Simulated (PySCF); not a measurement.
Compound: C₄H₇O (doublet state).
SMILES with atom numbers: `[H]/[C:1]=[CH:2]\[CH2:3][CH2:4][OH:5]` (hydrogens: H6 on C1; H7 on C2; H8, H9 on C3; H10, H11 on C4; H12 on O5)

Structure used (PBE0-D3(BJ)/def2-SVP), in Å, numbered top down from 1:
```
atom  x, y, z in Å
C1     1.8474    1.0255   -0.2679
C2     1.2405   -0.0130    0.2691
C3     0.0788   -0.7508   -0.3494
C4    -1.2402   -0.2992    0.2789
O5    -1.4964    1.0537    0.0507
H6     1.8098    1.5785   -1.2080
H7     1.5408   -0.3389    1.2771
H8     0.2064   -1.8369   -0.2070
H9     0.0378   -0.5543   -1.4320
H10   -2.0718   -0.8660   -0.1691
H11   -1.2331   -0.5441    1.3621
H12   -0.7177    1.5443    0.3436
```

The hyperfine couplings belong to this conformer and change with its torsions.

The calculation used UKS B3LYP, IGLO-III on C O, pcH-1 on H, non-relativistic, mean-field spin-orbit, GIAO (PySCF). The structure is a single PBE0-D3(BJ)/def2-SVP conformer in the gas phase; no vibrational or solvent corrections. No stability test was run, so a lower SCF solution isn't excluded.

Principal values of hyperfine tensors in MHz (contact and dipolar terms together), for some of the nuclei:

```
atom  isotope      A1      A2      A3
  C1      13C  244.92  267.53  462.36
  H7       1H   94.81   95.58  113.71
  H6       1H   22.02   45.74   92.94
  C2      13C  -32.04   -9.89    5.04
  C4      13C   -8.23   -8.14   -7.06
  H9       1H  -11.16   -6.80    1.75
 H10       1H    4.28    4.59    6.89
  H8       1H   -2.62   -0.09    6.55
```

Question: Give the isotropic coupling of each nucleus in MHz and in mT (g = 2.0022), and the anisotropic part.

Answer: a_iso = (A1 + A2 + A3)/3, Ti = Ai − a_iso; 1 mT corresponds to 28.023 MHz.

| atom | a_iso (MHz) | a_iso (mT) | T1 | T2 | T3 |
| --- | --- | --- | --- | --- | --- |
| C1 | 324.94 | 11.595 | -80.02 | -57.41 | 137.42 |
| H7 | 101.37 | 3.617 | -6.56 | -5.79 | 12.35 |
| H6 | 53.57 | 1.912 | -31.55 | -7.82 | 39.37 |
| C2 | -12.30 | -0.439 | -19.75 | 2.41 | 17.34 |
| C4 | -7.81 | -0.279 | -0.42 | -0.33 | 0.75 |
| H9 | -5.41 | -0.193 | -5.75 | -1.40 | 7.15 |
| H10 | 5.25 | 0.187 | -0.98 | -0.66 | 1.64 |
| H8 | 1.28 | 0.046 | -3.90 | -1.37 | 5.27 |

Question: What spin density at the nucleus of C4 lies behind its contact coupling (g_N = 1.40482)?

Answer: a_FC = 800.24 MHz bohr³ × g_N × ρ(0)/(2S). With a_FC = -7.81 MHz and 2S = 1, ρ(0) = -0.006949 bohr⁻³.

Question: C3 (13C, g_N = 1.40482) isn't in the table. Its spin density at the nucleus is 0.0602 bohr⁻³. What is its contact coupling?

Answer: By the same relation, a_FC = 67.7 MHz. Its full tensor has the principal values 60.07, 60.88, 82.06 MHz.

Question: Name the largest traceless tensor T of the table and describe it.

Answer: C1: -80.0, -57.4, 137.4 MHz, rhombic: the two smaller values differ by 16 % of the largest.

Question: What first-order splitting does C1 cause when the field lies along A1, A2 or A3 of its tensor (g taken as isotropic, no quadrupole term)?

Answer: 2 lines (I = 1/2), spaced by |A_i|/(g × 13.996): 8.74, 9.55, 16.50 mT along the axes of A1, A2 and A3.
